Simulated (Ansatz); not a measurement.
System: fcc Pt. Method: HSE06 (Ansatz, a program for electronic structure, PAW).

Run with plane-wave cutoff 500 eV, 6×10×1 k mesh (along the axes of the cell as run), Fermi–Dirac smearing 0.1 eV, scalar-relativistic PAW data made under PBE.

The cell is the one relaxed with r²SCAN.

Task: What does this level give for the surface energy of the (110) face and work function of the (110) face?

Result: 
surface energy of the (110) face: 2.02 J/m²
work function of the (110) face: 5.21 eV

Note: exact exchange on metals is sensitive to the k mesh and can open a false gap.

The slab of 8 atoms is relaxed and unreconstructed.

Spin–orbit coupling is not included.

Computed values are for the static lattice.
